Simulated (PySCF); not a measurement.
CH5NSi.
Numbering: `[H]/[N:1]=[CH:2]/[SiH3:3]` (hydrogens: H4 on N1; H5 on C2; H6, H7, H8 on Si3)

A GFN2-xTB structure with every atom displaced at random (by about 0.01 Å) was refined with PBE0-D3(BJ)/def2-SVP geometry optimisation, gas phase in PySCF 2.14.0. Values at the start:

```json
{"coordinate": "N1=C2", "start": "1.274 Å"}
{"coordinate": "N1–H4", "start": "1.037 Å"}
{"coordinate": "C2–Si3", "start": "1.911 Å"}
{"coordinate": "C2–H5", "start": "1.096 Å"}
{"coordinate": "Si3–H6", "start": "1.461 Å"}
{"coordinate": "Si3–H8", "start": "1.444 Å"}
{"coordinate": "N1–C2–Si3", "start": "120.5°"}
{"coordinate": "N1–C2–H5", "start": "121.7°"}
{"coordinate": "C2–N1–H4", "start": "117.1°"}
{"coordinate": "C2–Si3–H6", "start": "106.3°"}
{"coordinate": "Si3–C2–H5", "start": "117.9°"}
{"coordinate": "H6–Si3–H7", "start": "109.2°"}
{"coordinate": "H6–Si3–H8", "start": "113.2°"}
```

How do these coordinates change at the PBE0-D3(BJ)/def2-SVP level?

| coordinate | PBE0-D3(BJ)/def2-SVP (Å or °) | change |
| --- | --- | --- |
| Si3–H8 | 1.489 | +0.045 |
| Si3–H6 | 1.496 | +0.035 |
| C2–H5 | 1.112 | +0.016 |
| C2–Si3 | 1.897 | -0.014 |
| N1–H4 | 1.028 | -0.009 |
| N1=C2 | 1.273 | -0.001 |
| C2–N1–H4 | 110.8 | -6.3 |
| C2–Si3–H6 | 109.2 | +2.9 |
| H6–Si3–H8 | 110.3 | -2.9 |
| H6–Si3–H7 | 107.7 | -1.5 |
| N1–C2–H5 | 122.4 | +0.7 |
| N1–C2–Si3 | 119.9 | -0.6 |
| Si3–C2–H5 | 117.7 | -0.2 |

The energy falls by 2.4 kcal/mol over 7 energy and gradient evaluations, the largest force component goes from 0.0255 to 1.4e-04 Eh/bohr, and the atoms move by 0.064 Å rms after alignment. The bond that changes most is Si3–H8 (SiH3 silicon to Si–H hydrogen), which lengthens by 0.045 Å. Bonds longer at the end by more than 0.005 Å: 4 of 7; shorter: 2. Rotational constants go from 38551, 5209, 4839 to 37706, 5263, 4881 MHz.

The run used 71 basis functions and 45 SCF cycles in all. The run took 11 s wall on one thread, Intel Xeon Platinum 8259CL at 2.50 GHz (x86_64), shared host with 96 logical CPUs at a one-minute load of 14, and the process peaked at 0.31 GiB of memory.

PBE0-D3(BJ)/def2-SVP frequencies: not computed here.
